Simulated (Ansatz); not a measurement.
Write a Python script for the Python package of Ansatz (0.2.0) that makes a geometry optimisation of HLiO, SMILES [Li][OH]. Use: MP2, cc-pVDZ basis, multiplicity 1.

```xyz
3

Li    1.0769    0.5619    0.6419
O    -0.5430    0.1772   -0.2750
H    -0.5449   -0.8039   -0.3801
```

Script `opt_hlio.py`:
```python
'''Minimum-energy structure of HLiO.'''

import itertools

import ansatz as az
from ase import Atoms
from ase.data import atomic_numbers, covalent_radii
import numpy as np

atoms = Atoms(['Li', 'O', 'H'], positions=[
    (1.0769, 0.5619, 0.6419),
    (-0.543, 0.1772, -0.275),
    (-0.5449, -0.8039, -0.3801),
])
mol = az.Crystal.molecule_from_ase(atoms)

model = (
    mol.calculation()
    .basis(gaussian='cc-pVDZ')
    .correlation('MP2')
)
symbols = [site.symbol for site in mol.cartesian_sites]
start = np.array([site.position_ang for site in mol.cartesian_sites], dtype=float)
def progress(event):
    if event['event'] == 'relax_step':
        row = event['data']
        print(f'step {row["step"]:3d}  E = {row["lagrangian_ev"]:.6f} eV  largest force component {row["allowed_force_max_ev_ang"]:.4f} eV/A')


rep = model.relax(force_tolerance=0.02).session().plan().execute(on_event=progress).report
end = np.array(rep['positions_ang'])

print('reference energy %16.6f eV' % rep['reference_energy_ev'])
print('total energy     %16.6f eV' % rep['free_energy_ev'])
print('occupied orbitals outside the frozen core (up, down):', rep['n_occupied'], ' frozen:', rep['n_frozen'], ' virtual:', rep['n_virtual'])

# pairs closer than 1.2 times the sum of covalent radii, before or after
radius = [covalent_radii[atomic_numbers[s]] for s in symbols]
span = lambda where, i, j: np.linalg.norm(where[i] - where[j])
bonded = [(i, j) for i, j in itertools.combinations(range(len(symbols)), 2) if min(span(start, i, j), span(end, i, j)) < 1.2 * (radius[i] + radius[j])]
print('pair        before    after (A)')
for i, j in bonded:
    print(f'{symbols[i]}{i}-{symbols[j]}{j}'.ljust(10), f'{span(start, i, j):8.4f} {span(end, i, j):8.4f}')
for first, second in list(itertools.combinations(bonded, 2)):
    shared = set(first) & set(second)
    if shared and symbols[(j := shared.pop())] != 'H':
        i, k = sorted((set(first) | set(second)) - {j})
        u, v = end[i] - end[j], end[k] - end[j]
        angle = np.degrees(np.arccos(np.clip(u @ v / np.linalg.norm(u) / np.linalg.norm(v), -1, 1)))
        print(f'final angle {symbols[i]}{i}-{symbols[j]}{j}-{symbols[k]}{k}: {angle:.2f} deg')

charges = rep['charge_distribution']
print('dipole moment', round(4.803205 * float(np.linalg.norm(charges['dipole_moment_e_ang'])), 3), 'D')
print('Mulliken:', [(s, round(q, 3)) for s, q in zip(symbols, charges['mulliken_charges_e'])])
```

`python opt_hlio.py` gives:
```text
step   1  E = -2261.692815 eV  largest force component 1.7461 eV/A
step   2  E = -2261.935317 eV  largest force component 0.8594 eV/A
step   3  E = -2262.000163 eV  largest force component 0.6900 eV/A
step   4  E = -2262.033014 eV  largest force component 0.3682 eV/A
step   5  E = -2261.993191 eV  largest force component 2.4560 eV/A
step   6  E = -2262.084400 eV  largest force component 0.2751 eV/A
step   7  E = -2262.122959 eV  largest force component 0.3324 eV/A
step   8  E = -2262.150830 eV  largest force component 0.0356 eV/A
step   9  E = -2262.151089 eV  largest force component 0.0067 eV/A
reference energy     -2256.395716 eV
total energy         -2262.151089 eV
occupied orbitals outside the frozen core (up, down): [5, 5]  frozen: 1  virtual: [27, 27]
pair        before    after (A)
Li0-O1       1.9007   1.5981
O1-H2        0.9867   0.9579
final angle Li0-O1-H2: 179.86 deg
dipole moment 4.121 D
Mulliken: [('Li', 0.367), ('O', -0.501), ('H', 0.134)]
```

Notes:
- Total energies depend on the basis set; only differences at equal settings carry meaning.
- The end point is the stationary point reached from this start; no frequency run checks that it is a minimum, and the basis set is modest.
- It ran for 2.9 s on 1 thread of Arm Neoverse V2, on a shared host, peak memory 0.17 GiB.

(Lines on the test bed's own set-up are left out of the output.)
